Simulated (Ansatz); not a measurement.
**ClH4NSi: one structure at several levels**

An exercise on one series of results from a longer session: the logs are not shown, and one member is left open.

Method: single points in def2-TZVPP; program: Ansatz 0.2.0, Gaussian basis.

Correlated methods freeze the cores.

## The system as given

SMILES `N[SiH2]Cl`, 7 atoms, charge 0, spin multiplicity 1.

Atoms are counted from 1 here; the program's logs count them from 0.

Bond lengths: N1–Si2 1.762 Å, N1–H4 1.002 Å, N1–H5 0.958 Å, Si2–Cl3 2.024 Å, Si2–H6 1.447 Å, Si2–H7 1.429 Å. Angles: Si2–N1–H4 119.4°, Si2–N1–H5 117.9°, H4–N1–H5 114.8°, N1–Si2–Cl3 104.9°, N1–Si2–H6 111.4°, N1–Si2–H7 106.2°, Cl3–Si2–H6 109.8°, Cl3–Si2–H7 111.0°, H6–Si2–H7 113.3°.

Coordinates:

```xyz
7
ClH4NSi
N    -0.85300   -0.11970   -0.65730
Si    0.61950    0.09320    0.28690
Cl    0.55380   -1.36700    1.68670
H    -1.00750    0.45300   -1.46480
H    -1.64870   -0.38330   -0.19370
H     0.65010    1.38920    0.93070
H     1.70620   -0.11350   -0.61780
```

Set-up of the first run:

File run/in.yaml:

```yaml
crystal:
  periodic: [false, false, false]
  atoms:
    - {symbol: N, position_ang: [-0.853000, -0.119700, -0.657300]}
    - {symbol: Si, position_ang: [0.619500, 0.093200, 0.286900]}
    - {symbol: Cl, position_ang: [0.553800, -1.367000, 1.686700]}
    - {symbol: H, position_ang: [-1.007500, 0.453000, -1.464800]}
    - {symbol: H, position_ang: [-1.648700, -0.383300, -0.193700]}
    - {symbol: H, position_ang: [0.650100, 1.389200, 0.930700]}
    - {symbol: H, position_ang: [1.706200, -0.113500, -0.617800]}
basis:
  gaussian: {orbitals: def2-TZVPP}
correlation: {method: ccsd_t}
output: {forces: true}
```

The command line of these runs was not kept.

Steps of the session up to this table: CCSD(T)/def2-TZVPP; PBE0-D4/def2-TZVPP; wB97M-V/def2-TZVPP; r2SCAN-D4/def2-TZVPP; PBE-D4/def2-TZVPP; CAM-B3LYP-D4/def2-TZVPP; r2SCANh-D4/def2-TZVPP.

One table of the session follows, with a row left open; its other results are not shown here.

```
      method  RMS force component (eV/Å)  angle to CCSD(T) forces (°)  dipole (D)
     CCSD(T)                       1.113                    reference        1.71
     PBE0-D4                           ?                            ?           ?
     wB97M-V                       1.106                          1.8        1.74
   r2SCAN-D4                       1.138                          2.5        1.75
      PBE-D4                       1.183                          6.5        1.70
CAM-B3LYP-D4                       1.126                          3.0        1.79
  r2SCANh-D4                       1.128                          3.5        1.77
```

Q: Estimate the row for PBE0-D4 from the others.

**Answer.** RMS force component (eV/Å): 1.139; angle to CCSD(T) forces (°): 3.4; dipole (D): 1.77. In the column «RMS force component (eV/Å)» it lies between r2SCAN-D4 (1.138) and PBE-D4 (1.183).
